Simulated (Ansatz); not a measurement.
**SiCO (triplet): from Hartree-Fock to the top rungs, def2-QZVPP**

The task here is to estimate one member of a computed series from the others.

Computed with Ansatz 0.2.0, Gaussian basis. Level: def2-QZVPP, core rule «outside noble gas», up to 7 orbitals frozen.

The runs, in order: UHF; ROHF; CCSD(T) on UHF.

2 further runs of the same task are left out: 2 set aside as unsound or not needed.

## The system

The geometry is a PBE0/def2-TZVP stationary point (not a proven minimum) of the parent state, kept for this charge and spin.

3 atoms, charge 0, spin multiplicity 3.

Atoms are counted from 1 here; the program's logs count them from 0.

Bond lengths: C1–Si2 1.831 Å, Si2–O3 1.514 Å. Angles: C1–Si2–O3 180.0°.

As a file:

```xyz
3
charge 0, multiplicity 3
C     0.0000    0.0000   -1.7257
Si    0.0000    0.0000    0.1057
O     0.0000    0.0000    1.6201
```

The first run:

Contents of in.yaml:

```yaml
crystal:
  periodic: [false, false, false]
  atoms:
    - {symbol: C, position_ang: [0.000000, 0.000000, -1.725733]}
    - {symbol: Si, position_ang: [0.000000, 0.000000, 0.105667]}
    - {symbol: O, position_ang: [0.000000, 0.000000, 1.620067]}
basis:
  gaussian: {orbitals: "def2-QZVPP.json"}
magnetization: {spin_polarized: true, initial_magnetization: 2}
hamiltonian: {xc: hf}
output: {orbitals: {seedname: orbitals}}
```

On the command line:

```sh
ansatz run in.yaml --threads 1 --pin off --events-out ev --progress --plain --max-ram 2393MiB
```

Steps of the session up to this table: UHF; ROHF; CCSD(T) on UHF.

One of the session's tables, all rows but one given; the rest of the session is left out.

```
  method  from UCCSD(T) (meV)
    ROHF             +14061.4
     UHF             +13933.7
    UMP2               +999.0
   UCCSD                    ?
UCCSD(T)                    0
```

**Question.** Estimate the row for UCCSD.

**Answer.** from UCCSD(T) (meV): +791.2. In the column «from UCCSD(T) (meV)» it lies between UCCSD(T) (0) and UMP2 (+999.0).
